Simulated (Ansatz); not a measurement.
Property card for Nb3Sn

Theory: DFT PBE, scalar-relativistic, plane waves, PAW (Ansatz).

Cutoff 420 eV; k points 8×8×8 on the computed 8-atom cell (Γ-centred); Gaussian smearing, width 0.10 eV; no spin polarisation.

The structure is relaxed at this level of theory with its symmetry kept. Whether it is the stable form of this composition wasn't checked.

Symmetry: Pm-3n, No. 223, cubic system. The conventional cell has a = 5.319 Å, b = 5.319 Å, c = 5.319 Å, α = 90.00°, β = 90.00°, γ = 90.00°. Around Nb (site symmetry -4m2) lie 2 Nb at 2.66 Å and 4 Sn at 2.97 Å. Around Sn (site symmetry m-3) lie 12 Nb at 2.97 Å.

```
Volume per atom                                                   : 18.81 Å³
Formation energy from the elements' standard states (uncorrected) : -0.171 eV/atom
Kohn–Sham band gap                                                : none (metal)
Density of states at the Fermi level                              : 20.67 states/eV per cell
Löwdin character within 0.5 eV of the Fermi level                 : Nb 4d 86 %
Bader charges (e)                                                 : Nb (6 in the cell) 0.28, Sn (2 in the cell) -0.83
```